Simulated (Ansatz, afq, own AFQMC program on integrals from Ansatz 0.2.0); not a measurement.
Integrals from Ansatz 0.2.0, then the random walk in our own AFQMC program (afq).

```yaml
crystal:
  periodic: [false, false, false]
  atoms:
    - {symbol: B, position_ang: [-0.682309, 0.000000, 1.183550]}
    - {symbol: Al, position_ang: [0.240187, 0.000000, -0.487548]}
    - {symbol: H, position_ang: [-0.110543, 0.000000, 2.219302]}
    - {symbol: H, position_ang: [0.999316, 0.000000, -1.862708]}
basis:
  gaussian: {orbitals: cc-pVDZ}
magnetization: {spin_polarized: true, initial_magnetization: 2}
correlation: {method: ccsd_t, electrons: outside_noble_gas, hamiltonian_folder: ham}
```

```sh
$ ansatz run in.yaml --threads 1 --pin off --events-out ev --progress --plain --max-ram 1382MiB
```

afq runs on the folder ham with

```
--method phaseless --trial hf --walkers 120 --populations 1 --least-time 40 --time-step 0.005 --steps-per-block 20 --equilibration-blocks 112 --max-blocks 600 --target-error 0.00102 --factor-cut 1e-05 --start spin_pure --seed 5164 --taylor-order 6
```

Times are imaginary, in 1/Eh. The walk had a cap of 932 s.

Output of the walk:

```
orbitals 36  electrons 5 3  factors 271 of 401
reference energy -267.63850174 Eh
CCSD correlation -0.14743152 Eh in 12 cycles, weight of the determinant in the CISD state 0.8936
energy of the start -267.638773 Eh
 block  time / (1/Eh)  mean weight  energy / Eh
     1     0.100  1.0017  -267.662125
     2     0.200  1.0006  -267.678129
     3     0.300  1.0016  -267.692546
     4     0.400  1.0012  -267.702758
     5     0.500  1.0002  -267.714097
     7     0.700  0.9998  -267.736262
     9     0.900  1.0016  -267.748880
    18     1.800  1.0004  -267.791560
    52     5.200  0.9991  -267.786790
    86     8.600  1.0001  -267.791312
   120    12.000  1.0018  -267.812176
   137    13.700  1.0010  -267.813491
   154    15.400  1.0005  -267.785985
   188    18.800  1.0017  -267.791415
   222    22.200  0.9999  -267.786753
   256    25.600  0.9986  -267.759156
   290    29.000  0.9996  -267.788366
   324    32.400  1.0005  -267.795722
   358    35.800  0.9987  -267.778356
   392    39.200  1.0003  -267.782697
   426    42.600  1.0009  -267.807814
   460    46.000  1.0015  -267.779608
   494    49.400  1.0003  -267.769178
   528    52.800  1.0008  -267.794013
   562    56.200  1.0002  -267.793091
   596    59.600  0.9998  -267.775014
   630    63.000  1.0007  -267.795813
   664    66.400  1.0002  -267.782949
   698    69.800  0.9991  -267.808746
blocks merged  error / Eh  count
     1  0.000469  600
     2  0.000630  300
     4  0.000832  150
     8  0.001071  75
    16  0.001289  37
    32  0.001447  18
    64  0.001685  9
energy -267.788430 +/- 0.001447 Eh
(rows thinned)
```

The run passed its tests (sampling time, drift between the halves within three errors, error under three times the target), which doesn't prove that it has relaxed.

Against this walk (error 39.4 meV) on the same determinant: CCSD(T) 58.5 meV lower (within the noise), CCSDT(Q) 102.7 meV lower, a separate phaseless walk with a CISD trial and standard settings 70.6 ± 40.4 meV lower (within the noise). The error is statistical and leaves out the bias of the constraint.

Cautions: constraint bias not in the error; error above the target (39.4 against 27.8 meV); lower spins were not checked.

The walk took 2.2 min on 1 thread of Intel(R) Xeon(R) 6975P-C (Granite Rapids) (shared host). The log's last line is the phaseless energy.

CCSDT and higher add their correlation energy to the determinant of the CCSD(T) run, since their own runs factorise the integrals more tightly (a shift of under 2 meV). A walk keeps the symmetry of its determinant, which the program's search chose and which needn't be the lowest solution, so a lower state of the same spin and another symmetry isn't excluded.
